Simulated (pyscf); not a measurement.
Structures and frequencies: ωB97X-D3(BJ)/def2-SVP in PySCF. MP2 and CC: frozen core, UHF for open shells. ΔMP2 is the change of the MP2 total energy from the triple- to the quadruple-zeta basis.

Question: For H₂B–NH₂ + hydrogen fluoride (HF) -> H₂B–F + ammonia (NH₃), a four-centre exchange (singlet surface; B–N, F–H broken, B–F, H–N formed), PBE/def2-TZVP gives ΔE‡ = 23.2 kJ/mol and ΔE = +3.3 kJ/mol (zero: the separated reactants). In which direction and how far do PBE0-D3(BJ)/def2-TZVP, M06-2X/def2-TZVP, CCSD(T)/def2-TZVPP + ΔMP2(QZVPP) move these?

Answer: PBE0-D3(BJ): ΔE‡ = 30.7 kJ/mol, ΔE = +4.5 kJ/mol; M06-2X: ΔE‡ = 38.2 kJ/mol, ΔE = -0.9 kJ/mol; CCSD(T): ΔE‡ = 50.2 kJ/mol, ΔE = +2.9 kJ/mol. PBE's barrier lies under all of them, by 7.5 to 27.0 kJ/mol. Its reaction energy lies among theirs. On the reactant side the descent ends in a complex, 19.6 kJ/mol under the separated species and 58.0 kJ/mol under the saddle at ωB97X-D3(BJ)/def2-TZVP. On the product side the descent ends in an adduct with a B–N contact, 91.6 kJ/mol under the separated species and 132.0 kJ/mol under the saddle at ωB97X-D3(BJ)/def2-TZVP. What is counted as broken (B–N) persists as a longer contact in the product adduct; parting that adduct is a step of its own. At ωB97X-D3(BJ) the barrier from the zero used here is 38.4 kJ/mol. One saddle was located; it need not be the lowest between these sides. The CCSD(T) − MP2 part came from Ansatz, without density fitting, on the same reference.
